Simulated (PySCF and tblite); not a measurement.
The numbers below are computed, except where a source is named.
C4H8O, numbered as in [CH2:1]=[CH:2][CH2:3][CH2:4][OH:5]. Level: PBE0-D3(BJ)/def2-TZVP//PBE0-D3(BJ)/def2-SVP, thermal terms from GFN2-xTB, symmetry numbers and mirror pairs counted. Conformers within 4 kcal/mol (GFN2-xTB free energy) were kept, 7 at most. GIAO shieldings: PBE0/pcSseg-1. Shifts are against TMS (¹H), TMS (¹³C) at the same level. Programs: PySCF with density fitting and tblite.

Torsions listed: C1–C2–C3–C4, C2–C3–C4–O5, C3–C4–O5–H5. Of a mirror pair one member is shown.

```
conformer               shape  point group  mirror pair  ΔE(DFT)  Δ(G−E) at 200 K  δ C1 (ppm)
        1    -100°, 62°, -49°           C1          yes     0.00             0.00       128.2
        2      12°, 65°, -49°           C1          yes     1.38             0.19       119.1
        3  -116°, -174°, -64°           C1          yes     1.73            -0.05       125.0
        4     115°, 60°, -73°           C1          yes     1.75            -0.01       125.3
        5    118°, 180°, -62°           C1          yes     1.84            -0.07       125.4
        6   -129°, -59°, -63°           C1          yes     1.88            -0.06       122.4
        7     2°, -177°, -62°           C1          yes     2.38             0.02       120.0
```

Energies in kcal/mol; the thermal term leaves out symmetry numbers and mirror images.

Q: Work out the weights at 200 K and the ¹³C shift of C1 under fast exchange.

A: RT = 0.397 kcal/mol. Each conformer gets RT ln(σ/g), with σ the rotational symmetry number and g = 2 for a mirror pair: 1: σ = 1, g = 2, G = 0.00 + 0.00 − 0.28 = -0.28, 0.00 above the lowest, exp(−ΔG/RT) = 1.000; 2: σ = 1, g = 2, G = 1.38 + 0.19 − 0.28 = 1.29, 1.57 above the lowest, exp(−ΔG/RT) = 0.019; 3: σ = 1, g = 2, G = 1.73 − 0.05 − 0.28 = 1.40, 1.68 above the lowest, exp(−ΔG/RT) = 0.015; 4: σ = 1, g = 2, G = 1.75 − 0.01 − 0.28 = 1.46, 1.74 above the lowest, exp(−ΔG/RT) = 0.013; 5: σ = 1, g = 2, G = 1.84 − 0.07 − 0.28 = 1.49, 1.77 above the lowest, exp(−ΔG/RT) = 0.012; 6: σ = 1, g = 2, G = 1.88 − 0.06 − 0.28 = 1.54, 1.81 above the lowest, exp(−ΔG/RT) = 0.010; 7: σ = 1, g = 2, G = 2.38 + 0.02 − 0.28 = 2.13, 2.41 above the lowest, exp(−ΔG/RT) = 0.002. The sum is 1.071, so the weights are 93.3, 1.8, 1.4, 1.2, 1.1, 1.0, 0.2 %. The averaged shift is 127.9 ppm. At 298.15 K it is 127.0 ppm. At 298.15 K the leading conformer alone gives 128.2 ppm and bare DFT energies give 126.9 ppm.

For its torsions the set is small; conformers may be missing.
